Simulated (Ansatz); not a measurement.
in.yaml

```yaml
crystal:
  periodic: [false, false, false]
  atoms:
    - {symbol: Ge, position_ang: [0.000000, 0.000000, 0.000000]}
    - {symbol: B, position_ang: [0.000000, 0.000000, 1.561000]}
basis:
  gaussian: {orbitals: cc-pVDZ}
magnetization: {spin_polarized: true, initial_magnetization: 1}
correlation: {method: ccsd_t, electrons: outside_noble_gas}
```

```sh
$ ansatz run in.yaml --threads 1 --pin off --events-out ev --progress --plain --max-ram 2393MiB
```

Log:

```
462 factors; integrals over basis functions are off by at most 1.1e-3 eV
mean field evaluation 1: about -57136.5434 eV, gradient 4.8e0 eV
mean field evaluation 2: about -57136.5912 eV, gradient 4.9e0 eV
mean field evaluation 4: about -57136.9918 eV, gradient 1.4e0 eV
mean field evaluation 8: about -57137.0756 eV, gradient 4.5e-1 eV
mean field evaluation 16: about -57137.5576 eV, gradient 4.3e-4 eV
mean field evaluation 32: about -57137.4810 eV, gradient 7.2e-2 eV
mean field evaluation 64: about -57137.0457 eV, gradient 1.6e-3 eV
mean field evaluation 96: about -57137.4804 eV, gradient 2.0e-1 eV
mean field evaluation 128: about -57137.6775 eV, gradient 1.0e-1 eV
mean field evaluation 160: about -57135.6809 eV, gradient 1.1e1 eV
...
mean field evaluation 1408: about -57137.7282 eV, gradient 7.0e-4 eV
mean field evaluation 1440: about -57136.8904 eV, gradient 3.6e0 eV
mean field evaluation 1472: about -57136.6273 eV, gradient 8.5e-3 eV
mean field evaluation 1504: about -57136.0828 eV, gradient 1.8e-1 eV
mean field evaluation 1536: about -57136.0877 eV, gradient 1.2e-3 eV
mean field evaluation 1568: about -57134.9804 eV, gradient 2.8e-1 eV
mean field evaluation 1600: about -57135.3341 eV, gradient 1.2e1 eV
mean field evaluation 1632: about -57137.7154 eV, gradient 1.6e-1 eV
mean field evaluation 1664: about -57137.5576 eV, gradient 7.6e-6 eV
mean field -57137.73845746 eV, -2099.7731589615 hartree, gradient 3.4e-6 eV, S^2 1.762321; 27 other end points of the search recorded, 0 dependent functions left out
determinant -57137.73845746 eV, -2099.7731589615 hartree, with singles and doubles -57141.19993106 eV, -2099.9003657702 hartree
determinant -57137.72815420 eV, -2099.7727803238 hartree, with singles and doubles -57141.09727985 eV, -2099.8965934076 hartree
determinant -57137.71654689 eV, -2099.7723537629 hartree, with singles and doubles -57141.28254812 eV, -2099.9034018912 hartree
determinant -57137.68215754 eV, -2099.7710899777 hartree, with singles and doubles -57141.05925323 eV, -2099.8951959551 hartree
determinant -57137.66014843 eV, -2099.7702811578 hartree, with singles and doubles -57141.48442480 eV, -2099.9108207223 hartree
determinant -57137.55755982 eV, -2099.7665110960 hartree, with singles and doubles -57141.40883936 eV, -2099.9080430084 hartree
determinant -57137.54713072 eV, -2099.7661278335 hartree, with singles and doubles -57141.42077572 eV, -2099.9084816617 hartree
determinant -57137.48138295 eV, -2099.7637116477 hartree, with singles and doubles -57141.37688519 eV, -2099.9068687143 hartree
determinant -57137.43570245 eV, -2099.7620329202 hartree, with singles and doubles -57141.42308892 eV, -2099.9085666702 hartree
determinant -57137.04567743 eV, -2099.7476997649 hartree, with singles and doubles -57141.56466488 eV, -2099.9137694906 hartree
determinant -57136.62836949 eV, -2099.7323639810 hartree, with singles and doubles -57140.36168320 eV, -2099.8695607293 hartree
determinant -57136.62730850 eV, -2099.7323249904 hartree, with singles and doubles -57140.38174031 eV, -2099.8702978147 hartree
determinant -57136.08770038 eV, -2099.7124947578 hartree, with singles and doubles -57139.63304659 eV, -2099.8427838279 hartree
determinant -57134.66221843 eV, -2099.6601092624 hartree, with singles and doubles -57138.39989804 eV, -2099.7974664544 hartree
determinant -57137.73845746 eV, -2099.7731589615 hartree, with singles and doubles -57141.09896227 eV, -2099.8966552353 hartree
determinant -57137.72815420 eV, -2099.7727803238 hartree, with singles and doubles -57141.13728850 eV, -2099.8980636984 hartree
determinant -57137.71654689 eV, -2099.7723537629 hartree, with singles and doubles -57141.52869799 eV, -2099.9124477318 hartree
determinant -57137.68215754 eV, -2099.7710899777 hartree, with singles and doubles -57141.09326010 eV, -2099.8964456846 hartree
determinant -57137.66014843 eV, -2099.7702811578 hartree, with singles and doubles -57141.57765677 eV, -2099.9142469339 hartree
determinant -57137.55755982 eV, -2099.7665110960 hartree, with singles and doubles -57141.48530814 eV, -2099.9108531844 hartree
determinant -57137.54713072 eV, -2099.7661278335 hartree, with singles and doubles -57141.49534852 eV, -2099.9112221614 hartree
determinant -57137.48138295 eV, -2099.7637116477 hartree, with singles and doubles -57141.46861533 eV, -2099.9102397349 hartree
determinant -57137.43570245 eV, -2099.7620329202 hartree, with singles and doubles -57141.50259464 eV, -2099.9114884515 hartree
determinant -57137.04567743 eV, -2099.7476997649 hartree, with singles and doubles -57141.56469386 eV, -2099.9137705558 hartree
15 core orbitals not correlated: weight in the atoms' cores, before any rotation towards them, 0.998 or more for the frozen orbitals, at most 0.002 for the correlated occupied ones
reference -57137.04567743 eV, -2099.7476997649 hartree; 4, 3 occupied and 22, 23 virtual orbitals, 462 factors
second order -3.74665975 eV of doubles, -0.00000000 eV of singles
cycle   1  -4.51901481 eV  change    1.6e-6 eV  update   3.5e-6
perturbative correction -0.31518869 eV, -0.0115829708 hartree
Total energy: -57141.87988093 eV, -2099.9253534669 hartree
```

Ran on 1 thread of Arm Neoverse V2, shared host: 18 s wall, 0.1 GiB peak host memory.
